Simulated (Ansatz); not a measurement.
Input file:

```yaml
crystal:
  periodic: [false, false, false]
  atoms:
    - {symbol: C, position_ang: [0.000000, 0.000000, 0.000000]}
    - {symbol: H, position_ang: [0.000000, 1.078410, 0.000000]}
    - {symbol: H, position_ang: [0.933930, -0.539205, 0.000000]}
    - {symbol: H, position_ang: [-0.933930, -0.539205, 0.000000]}
basis:
  gaussian: {orbitals: STO-3G}
magnetization: {spin_polarized: false, initial_magnetization: 1}
correlation: {method: fci, electrons: outside_noble_gas}
```

```sh
$ ansatz run in.yaml --threads 1 --pin off --events-out ev --progress --plain --max-ram 5120MiB --backend cpu
```

Task: Roughly how long does this take on 1 thread of AMD EPYC 7R13, shared host, and how much host memory?

Result: 0.12 s wall and 0.09 GiB.

```
108 factors; integrals over basis functions are off by at most 1.9e-8 eV
mean field evaluation 1: about -1063.0593 eV, gradient 5.8e0 eV
mean field evaluation 2: about -1063.0723 eV, gradient 5.8e0 eV
mean field evaluation 4: about -1063.2072 eV, gradient 7.8e-2 eV
mean field evaluation 8: about -1063.2071 eV, gradient 4.6e-6 eV
mean field -1063.20707918 eV, -39.0721394922 hartree, gradient 4.6e-6 eV, S^2 0.750000; 0 other end points of the search recorded, 0 dependent functions left out
mean field evaluation 16: about -1063.3315 eV, gradient 7.4e-3 eV
1 core orbitals not correlated: weight in the atoms' cores, before any rotation towards them, 1.000 or more for the frozen orbitals, at most 0.000 for the correlated occupied ones
reference -1063.20707918 eV, -39.0721394922 hartree; 4, 3 occupied and 3, 4 virtual orbitals, 108 factors
state -1064.89704118 eV, -39.1342444501 hartree
Total energy: -1064.89704118 eV, -39.1342444501 hartree
```

Natural occupations: 1.9787 1.9765 1.9765 1.0000 0.0277 0.0203 0.0203.
